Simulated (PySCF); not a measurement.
# NO2F (nitryl fluoride), step by step, part 2 of 3

PySCF 2.14.0. Earlier steps stand in the parts before.

## 4. A single-point energy at NEVPT2(4,3)/BFD-VDZ (density fitting, core potential) (run 3)

Input file mol.xyz:

```xyz
4
FNO2
O      0.226340     0.470439     1.054557
N      0.080460    -0.076977     0.047166
O      0.528961    -1.042944    -0.401625
F     -0.791822     0.537139    -0.772456
```

Input file calc.py:

```python
from pyscf import gto, scf, mcscf, mrpt

system = gto.M(
    atom='mol.xyz',
    ecp={'O': 'bfd', 'N': 'bfd', 'F': 'bfd'},
    basis='bfd-vdz',
    verbose=4,
    max_memory=1860,
)

hf = scf.RHF(system)
hf = hf.density_fit()
hf.kernel()

cas = mcscf.CASSCF(hf, 3, 4)
cas.fix_spin_(ss=0.0)
cas.natorb = True
cas.kernel()
e_pt2 = mrpt.NEVPT(cas).kernel()
e_final = cas.e_tot + e_pt2
print('E(%s) = %.9f' % ('NEVPT2', e_final))
```

Started as:

```console
$ OMP_NUM_THREADS=1 python calc.py
```

The program printed:

```text
PySCF version 2.14.0

[INPUT] num. atoms = 4
[INPUT] num. electrons = 24
[INPUT] charge = 0
[INPUT] spin (= nelec alpha-beta = 2S) = 0
[INPUT] symmetry False subgroup None
[INPUT] Mole.unit = angstrom
[INPUT] Symbol           X                Y                Z      unit          X                Y                Z       unit  Magmom
[INPUT]  1 O      0.226340000000   0.470439000000   1.054557000000 AA    0.427720611034   0.889000868314   1.992823912743 Bohr   0.0
[INPUT]  2 N      0.080460000000  -0.076977000000   0.047166000000 AA    0.152047363983  -0.145465447891   0.089130822391 Bohr   0.0
[INPUT]  3 O      0.528961000000  -1.042944000000  -0.401625000000 AA    0.999591420576  -1.970878523258  -0.758961254778 Bohr   0.0
[INPUT]  4 F     -0.791822000000   0.537139000000  -0.772456000000 AA   -1.496326719405   1.015045600823  -1.459730283277 Bohr   0.0

nuclear repulsion = 71.4600381389987
number of shells = 20
number of NR pGTOs = 180
number of NR cGTOs = 52
basis = bfd-vdz
ecp = {'O': 'bfd', 'N': 'bfd', 'F': 'bfd'}

******** <class 'pyscf.df.df_jk.DFRHF'> ********
method = DFRHF
initial guess = minao
damping factor = 0
level_shift factor = 0
DIIS = <class 'pyscf.scf.diis.CDIIS'>
diis_start_cycle = 1
diis_space = 8
diis_damp = 0
SCF conv_tol = 1e-09
SCF conv_tol_grad = None
SCF max_cycles = 50
direct_scf = False
Set gradient conv threshold to 3.16228e-05
Initial guess from minao.
******** <class 'pyscf.df.df.DF'> ********
auxbasis = None
ETB for F: l = 0, exps = 0.345446 * 2^n , n = 0..6
ETB for F: l = 1, exps = 0.26416052485562636 * 2^n , n = 0..7
ETB for F: l = 2, exps = 0.202002 * 2^n , n = 0..8
ETB for F: l = 3, exps = 0.8341992603185404 * 2^n , n = 0..4
ETB for F: l = 4, exps = 3.444958 * 2^n , n = 0..0
ETB for N: l = 0, exps = 0.197738 * 2^n , n = 0..6
ETB for N: l = 1, exps = 0.17018310545997214 * 2^n , n = 0..7
ETB for N: l = 2, exps = 0.146468 * 2^n , n = 0..7
ETB for N: l = 3, exps = 0.4937000529552331 * 2^n , n = 0..4
ETB for N: l = 4, exps = 1.664116 * 2^n , n = 0..0
ETB for O: l = 0, exps = 0.250692 * 2^n , n = 0..6
ETB for O: l = 1, exps = 0.2047307979567315 * 2^n , n = 0..7
ETB for O: l = 2, exps = 0.167196 * 2^n , n = 0..7
ETB for O: l = 3, exps = 0.6420457469495456 * 2^n , n = 0..4
ETB for O: l = 4, exps = 2.465506 * 2^n , n = 0..0

WARN: Even tempered Gaussians are generated as DF auxbasis for  F N O

init E= -65.7323174205282
  HOMO = -0.422840621707195  LUMO = 0.0211813714797127  gap/eV = 12.08245
cycle= 1 E= -64.8487963876164  delta_E= 0.884  |g|= 1.18  |ddm|= 3.46
  HOMO = -0.561957549677518  LUMO = -0.0656825517525101  gap/eV = 13.50433
cycle= 2 E= -64.9591807026594  delta_E= -0.11  |g|= 0.927  |ddm|= 2.31
  HOMO = -0.560033349883617  LUMO = 0.055058258482972  gap/eV = 16.73750
cycle= 3 E= -65.1013486165583  delta_E= -0.142  |g|= 0.0567  |ddm|= 1.04
  HOMO = -0.53965370856154  LUMO = 0.0769043630330268  gap/eV = 16.77740
cycle= 4 E= -65.1025995142573  delta_E= -0.00125  |g|= 0.0233  |ddm|= 0.114
  HOMO = -0.542568002040242  LUMO = 0.0744950399597952  gap/eV = 16.79114
cycle= 5 E= -65.1028680953413  delta_E= -0.000269  |g|= 0.0103  |ddm|= 0.0509
  HOMO = -0.541006437152981  LUMO = 0.0746185100254431  gap/eV = 16.75201
cycle= 6 E= -65.1029177993478  delta_E= -4.97e-05  |g|= 0.0032  |ddm|= 0.023
  HOMO = -0.53999262141635  LUMO = 0.0751637668232661  gap/eV = 16.73926
cycle= 7 E= -65.1029249785337  delta_E= -7.18e-06  |g|= 0.000962  |ddm|= 0.0101
  HOMO = -0.539942600436237  LUMO = 0.0752123385799632  gap/eV = 16.73922
cycle= 8 E= -65.1029254351319  delta_E= -4.57e-07  |g|= 0.0002  |ddm|= 0.00267
  HOMO = -0.539903706243015  LUMO = 0.0752256401691482  gap/eV = 16.73852
cycle= 9 E= -65.1029254583229  delta_E= -2.32e-08  |g|= 4.05e-05  |ddm|= 0.000636
  HOMO = -0.539904165003006  LUMO = 0.0752166057470465  gap/eV = 16.73829
cycle= 10 E= -65.1029254592424  delta_E= -9.19e-10  |g|= 9.42e-06  |ddm|= 0.000121
  HOMO = -0.539903362661275  LUMO = 0.0752169687027355  gap/eV = 16.73828
Extra cycle  E= -65.1029254592691  delta_E= -2.67e-11  |g|= 6.12e-06  |ddm|= 1.89e-05
converged SCF energy = -65.1029254592691

******** <class 'pyscf.mcscf.df.DFCASSCF'> ********
CAS (2e+2e, 3o), ncore = 10, nvir = 39
max_cycle_macro = 50
max_cycle_micro = 4
conv_tol = 1e-07
conv_tol_grad = None
orbital rotation max_stepsize = 0.02
orbital rotation threshold for CI restart = 0.01
augmented hessian ah_max_cycle = 30
augmented hessian ah_conv_tol = 1e-12
augmented hessian ah_linear dependence = 1e-14
augmented hessian ah_level shift = 1e-08
augmented hessian ah_start_tol = 2.5
augmented hessian ah_start_cycle = 3
augmented hessian ah_grad_trust_region = 3
kf_trust_region = 3
kf_interval = 4
ci_response_space = 4
ci_grad_trust_region = 3
with_dep4 0
natorb = True
canonicalization = True
sorting_mo_energy = False
ao2mo_level = 2
internal_rotation = False
******** <class 'pyscf.fci.addons.SpinPenaltyFCISolver'> ********
max. cycles = 50
conv_tol = 1e-08
davidson only = True
linear dependence = 1e-12
level shift = 0.001
max iter space = 12
nroots = 1
pspace_size = 400
spin = None
DFCASCI/DFCASSCF: density fitting for JK matrix and 2e integral transformation
CASCI E = -65.1256071945452  S^2 = 0.0000000
Set conv_tol_grad to 0.000316228
macro iter   1 ( 21 JK    4 micro), CASSCF E = -65.1376653153633  dE = -1.20581208e-02  S^2 = 0.0000000
               |grad[o]|=0.0616  |grad[c]|=0.0124  |ddm|=0.0393  |maxRot[o]|=0.215
macro iter   2 ( 21 JK    4 micro), CASSCF E = -65.1378072653224  dE = -1.41949959e-04  S^2 = 0.0000000
               |grad[o]|=0.0193  |grad[c]|=0.00238  |ddm|=0.00154  |maxRot[o]|=0.0977
macro iter   3 ( 21 JK    4 micro), CASSCF E = -65.1378791418682  dE = -7.18765458e-05  S^2 = 0.0000000
               |grad[o]|=0.0134  |grad[c]|=0.00102  |ddm|=0.00137  |maxRot[o]|=0.101
macro iter   4 ( 21 JK    4 micro), CASSCF E = -65.1379905150512  dE = -1.11373183e-04  S^2 = 0.0000000
               |grad[o]|=0.00998  |grad[c]|=0.00362  |ddm|=0.00137  |maxRot[o]|=0.167
macro iter   5 ( 21 JK    4 micro), CASSCF E = -65.1381403476763  dE = -1.49832625e-04  S^2 = 0.0000000
               |grad[o]|=0.00727  |grad[c]|=0.0102  |ddm|=0.00522  |maxRot[o]|=0.192
macro iter   6 ( 21 JK    4 micro), CASSCF E = -65.1381730204460  dE = -3.26727696e-05  S^2 = 0.0000000
               |grad[o]|=0.0106  |grad[c]|=0.00309  |ddm|=0.000617  |maxRot[o]|=0.0865
macro iter   7 ( 21 JK    4 micro), CASSCF E = -65.1382496920459  dE = -7.66715999e-05  S^2 = 0.0000000
               |grad[o]|=0.00717  |grad[c]|=0.00462  |ddm|=0.00122  |maxRot[o]|=0.119
macro iter   8 ( 21 JK    4 micro), CASSCF E = -65.1383776099283  dE = -1.27917882e-04  S^2 = 0.0000000
               |grad[o]|=0.00467  |grad[c]|=0.00393  |ddm|=0.00178  |maxRot[o]|=0.0885
macro iter   9 ( 21 JK    4 micro), CASSCF E = -65.1384166238439  dE = -3.90139156e-05  S^2 = 0.0000000
               |grad[o]|=0.00386  |grad[c]|=0.00241  |ddm|=0.000701  |maxRot[o]|=0.0883
macro iter  10 ( 21 JK    4 micro), CASSCF E = -65.1385734888468  dE = -1.56865003e-04  S^2 = 0.0000000
               |grad[o]|=0.00359  |grad[c]|=0.00334  |ddm|=0.001  |maxRot[o]|=0.107
macro iter  11 ( 21 JK    4 micro), CASSCF E = -65.1387141135724  dE = -1.40624726e-04  S^2 = 0.0000000
               |grad[o]|=0.00348  |grad[c]|=0.0147  |ddm|=0.00537  |maxRot[o]|=0.221
macro iter  12 ( 21 JK    4 micro), CASSCF E = -65.1389572242501  dE = -2.43110678e-04  S^2 = 0.0000000
               |grad[o]|=0.0117  |grad[c]|=0.00543  |ddm|=0.00683  |maxRot[o]|=0.295
macro iter  13 ( 21 JK    4 micro), CASSCF E = -65.1390595732618  dE = -1.02349012e-04  S^2 = 0.0000000
               |grad[o]|=0.0104  |grad[c]|=0.0138  |ddm|=0.00611  |maxRot[o]|=0.235
macro iter  14 ( 21 JK    4 micro), CASSCF E = -65.1390941368707  dE = -3.45636088e-05  S^2 = 0.0000000
               |grad[o]|=0.0119  |grad[c]|=0.0227  |ddm|=0.00974  |maxRot[o]|=0.182
macro iter  15 ( 21 JK    4 micro), CASSCF E = -65.1391887939749  dE = -9.46571043e-05  S^2 = 0.0000000
               |grad[o]|=0.00904  |grad[c]|=0.0026  |ddm|=0.00122  |maxRot[o]|=  0.1
macro iter  16 ( 21 JK    4 micro), CASSCF E = -65.1393797698666  dE = -1.90975892e-04  S^2 = 0.0000000
               |grad[o]|=0.00625  |grad[c]|=0.0149  |ddm|=0.00978  |maxRot[o]|=0.121
macro iter  17 ( 12 JK    3 micro), CASSCF E = -65.1398421867288  dE = -4.62416862e-04  S^2 = 0.0000000
               |grad[o]|=0.00514  |grad[c]|=0.0228  |ddm|=0.00582  |maxRot[o]|=0.149
macro iter  18 ( 21 JK    4 micro), CASSCF E = -65.1406239911717  dE = -7.81804443e-04  S^2 = 0.0000000
               |grad[o]|=0.00558  |grad[c]|=0.00818  |ddm|=0.0027  |maxRot[o]|=0.159
macro iter  19 ( 21 JK    4 micro), CASSCF E = -65.1417332053865  dE = -1.10921421e-03  S^2 = 0.0000000
               |grad[o]|=0.00653  |grad[c]|= 0.01  |ddm|=0.00178  |maxRot[o]|=0.159
macro iter  20 ( 21 JK    4 micro), CASSCF E = -65.1429125972031  dE = -1.17939182e-03  S^2 = 0.0000000
               |grad[o]|=0.00758  |grad[c]|=0.0124  |ddm|=0.00196  |maxRot[o]|=0.159
macro iter  21 ( 12 JK    3 micro), CASSCF E = -65.1438917047519  dE = -9.79107549e-04  S^2 = 0.0000000
               |grad[o]|=0.00821  |grad[c]|=0.0286  |ddm|=0.00971  |maxRot[o]|=0.149
macro iter  22 ( 21 JK    4 micro), CASSCF E = -65.1444192184974  dE = -5.27513745e-04  S^2 = 0.0000000
               |grad[o]|=0.00686  |grad[c]|=0.00261  |ddm|=0.00164  |maxRot[o]|=0.111
macro iter  23 ( 21 JK    4 micro), CASSCF E = -65.1446814466367  dE = -2.62228139e-04  S^2 = 0.0000000
               |grad[o]|=0.00437  |grad[c]|=0.00153  |ddm|=0.00125  |maxRot[o]|=0.0811
macro iter  24 ( 15 JK    4 micro), CASSCF E = -65.1447358483310  dE = -5.44016943e-05  S^2 = 0.0000000
               |grad[o]|=0.00197  |grad[c]|=0.00205  |ddm|=0.00132  |maxRot[o]|=0.0521
macro iter  25 ( 12 JK    4 micro), CASSCF E = -65.1447459376326  dE = -1.00893016e-05  S^2 = 0.0000000
               |grad[o]|=0.0012  |grad[c]|=0.00118  |ddm|=0.000398  |maxRot[o]|=0.0108
macro iter  26 (  9 JK    3 micro), CASSCF E = -65.1447509329834  dE = -4.99535074e-06  S^2 = 0.0000000
               |grad[o]|=0.000797  |grad[c]|=0.000358  |ddm|=0.000259  |maxRot[o]|=0.0153
macro iter  27 (  6 JK    2 micro), CASSCF E = -65.1447510370882  dE = -1.04104828e-07  S^2 = 0.0000000
               |grad[o]|=0.000179  |grad[c]|=2.7e-05  |ddm|=7.78e-05  |maxRot[o]|=0.00202
macro iter  28 (  3 JK    1 micro), CASSCF E = -65.1447510378633  dE = -7.75045805e-10  S^2 = 0.0000000
               |grad[o]|=2.94e-05  |grad[c]|=1.32e-05  |ddm|=2.4e-05  |maxRot[o]|=5.08e-05
1-step CASSCF converged in  28 macro (510 JK 104 micro) steps
CASSCF canonicalization
Natural occ [1.98723312 1.9211001  0.09166678]
Natural orbital (expansion on meta-Lowdin AOs) in CAS space
               #1        #2        #3
0 O 2s          -0.00003  -0.00000  -0.00000
0 O 3s          -0.00000  -0.00000  -0.00000
0 O 2px          0.35086   0.52674  -0.38702
0 O 2py          0.24952   0.37462  -0.27525
0 O 2pz         -0.18646  -0.27986   0.20564
0 O 3px         -0.02842   0.00925   0.06411
0 O 3py         -0.02021   0.00658   0.04560
0 O 3pz          0.01510  -0.00491  -0.03407
0 O 3dxy        -0.01287  -0.01258  -0.00326
0 O 3dyz        -0.00806  -0.00937   0.00007
0 O 3dz^2        0.01803   0.01886   0.00282
0 O 3dxz        -0.01824  -0.01841  -0.00381
0 O 3dx2-y2      0.00532   0.00304   0.00441
1 N 2s           0.00007   0.00000   0.00004
1 N 3s          -0.00001  -0.00000   0.00000
1 N 2px          0.55112  -0.00010   0.48873
1 N 2py          0.39195  -0.00005   0.34758
1 N 2pz         -0.29281   0.00007  -0.25967
1 N 3px         -0.03969   0.00001   0.04317
1 N 3py         -0.02822   0.00001   0.03070
1 N 3pz          0.02108  -0.00001  -0.02293
1 N 3dxy         0.00009   0.03369   0.00008
1 N 3dyz         0.01369   0.00601   0.01229
1 N 3dz^2       -0.01135  -0.03477  -0.01019
1 N 3dxz         0.00536   0.04196   0.00480
1 N 3dx2-y2      0.01969  -0.03579   0.01771
2 O 2s          -0.00003   0.00000  -0.00000
2 O 3s          -0.00000   0.00000  -0.00000
2 O 2px          0.35069  -0.52682  -0.38706
2 O 2py          0.24946  -0.37466  -0.27528
2 O 2pz         -0.18633   0.27990   0.20565
2 O 3px         -0.02843  -0.00924   0.06415
2 O 3py         -0.02022  -0.00657   0.04562
2 O 3pz          0.01510   0.00491  -0.03408
2 O 3dxy         0.01279  -0.01249   0.00327
2 O 3dyz        -0.00348   0.00490   0.00123
2 O 3dz^2       -0.00846   0.00702  -0.00391
2 O 3dxz         0.01371  -0.01282   0.00432
2 O 3dx2-y2     -0.02193   0.02360  -0.00252
3 F 2s          -0.00001  -0.00000  -0.00000
3 F 3s          -0.00000  -0.00000   0.00000
3 F 2px         -0.06635   0.00002  -0.09996
3 F 2py         -0.04720   0.00002  -0.07108
3 F 2pz          0.03527  -0.00002   0.05310
3 F 3px         -0.01943   0.00000  -0.01776
3 F 3py         -0.01382   0.00000  -0.01263
3 F 3pz          0.01032  -0.00000   0.00943
3 F 3dxy         0.00001   0.00104   0.00001
3 F 3dyz         0.00104   0.00018   0.00171
3 F 3dz^2       -0.00086  -0.00107  -0.00142
3 F 3dxz         0.00041   0.00129   0.00067
3 F 3dx2-y2      0.00149  -0.00110   0.00247
<CAS-nat-orb|mo-hf>  11     5        0.79861981
<CAS-nat-orb|mo-hf>  11     9       -0.59945369
<CAS-nat-orb|mo-hf>  12     12       0.99988983
<CAS-nat-orb|mo-hf>  13     13       0.97075101
CASSCF energy = -65.1447510378633
CASCI E = -65.1447510378633  E(CI) = -5.33514938796002  S^2 = 0.0000000

******** <class 'pyscf.mrpt.nevpt2.NEVPT'> ********
NEVPT2 (2e+2e, 3o), ncore = 10, nvir = 39
root = 0
Natural occ [1.98723312 1.9211001  0.09166678]
Natural orbital (expansion on meta-Lowdin AOs) in CAS space
               #1        #2        #3
0 O 2s          -0.00003  -0.00000  -0.00000
0 O 3s          -0.00000  -0.00000  -0.00000
0 O 2px          0.35086   0.52674  -0.38702
0 O 2py          0.24952   0.37462  -0.27525
0 O 2pz         -0.18646  -0.27986   0.20564
0 O 3px         -0.02842   0.00925   0.06411
0 O 3py         -0.02021   0.00658   0.04560
0 O 3pz          0.01510  -0.00491  -0.03407
0 O 3dxy        -0.01287  -0.01258  -0.00326
0 O 3dyz        -0.00806  -0.00937   0.00007
0 O 3dz^2        0.01803   0.01886   0.00282
0 O 3dxz        -0.01824  -0.01841  -0.00381
0 O 3dx2-y2      0.00532   0.00304   0.00441
1 N 2s           0.00007   0.00000   0.00004
1 N 3s          -0.00001  -0.00000   0.00000
1 N 2px          0.55112  -0.00010   0.48873
1 N 2py          0.39195  -0.00005   0.34758
1 N 2pz         -0.29281   0.00007  -0.25967
1 N 3px         -0.03969   0.00001   0.04317
1 N 3py         -0.02822   0.00001   0.03070
1 N 3pz          0.02108  -0.00001  -0.02293
1 N 3dxy         0.00009   0.03369   0.00008
1 N 3dyz         0.01369   0.00601   0.01229
1 N 3dz^2       -0.01135  -0.03477  -0.01019
1 N 3dxz         0.00536   0.04196   0.00480
1 N 3dx2-y2      0.01969  -0.03579   0.01771
2 O 2s          -0.00003   0.00000  -0.00000
2 O 3s          -0.00000   0.00000  -0.00000
2 O 2px          0.35069  -0.52682  -0.38706
2 O 2py          0.24946  -0.37466  -0.27528
2 O 2pz         -0.18633   0.27990   0.20565
2 O 3px         -0.02843  -0.00924   0.06415
2 O 3py         -0.02022  -0.00657   0.04562
2 O 3pz          0.01510   0.00491  -0.03408
2 O 3dxy         0.01279  -0.01249   0.00327
2 O 3dyz        -0.00348   0.00490   0.00123
2 O 3dz^2       -0.00846   0.00702  -0.00391
2 O 3dxz         0.01371  -0.01282   0.00432
2 O 3dx2-y2     -0.02193   0.02360  -0.00252
3 F 2s          -0.00001  -0.00000  -0.00000
3 F 3s          -0.00000  -0.00000   0.00000
3 F 2px         -0.06635   0.00002  -0.09996
3 F 2py         -0.04720   0.00002  -0.07108
3 F 2pz          0.03527  -0.00002   0.05310
3 F 3px         -0.01943   0.00000  -0.01776
3 F 3py         -0.01382   0.00000  -0.01263
3 F 3pz          0.01032  -0.00000   0.00943
3 F 3dxy         0.00001   0.00104   0.00001
3 F 3dyz         0.00104   0.00018   0.00171
3 F 3dz^2       -0.00086  -0.00107  -0.00142
3 F 3dxz         0.00041   0.00129   0.00067
3 F 3dx2-y2      0.00149  -0.00110   0.00247
<CAS-nat-orb|mo-hf>  11     5        0.79861981
<CAS-nat-orb|mo-hf>  11     9       -0.59945369
<CAS-nat-orb|mo-hf>  12     12       0.99988983
<CAS-nat-orb|mo-hf>  13     13       0.97075101
Using density fitting integrals for NEVPT2
Sr    (-1)',   E = -0.01368330863616
Si    (+1)',   E = -0.00000000000157
Sijrs (0)  ,   E = -0.42768478815395
Sijr  (+1) ,   E = -0.01978182195448
Srsi  (-1) ,   E = -0.11076296424920
Srs   (-2) ,   E = -0.01634259204985
Sij   (+2) ,   E = -0.00140404252294
Sir   (0)' ,   E = -0.10332617717704
Nevpt2 Energy = -0.692985694745194
E(NEVPT2) = -65.837736733
```

Wall time 1.9 min (1 thread of Intel Xeon at 2.50GHz (Skylake/Cascade Lake), shared host); peak memory 0.15 GiB.

(Part 2 of 3 ends here.)
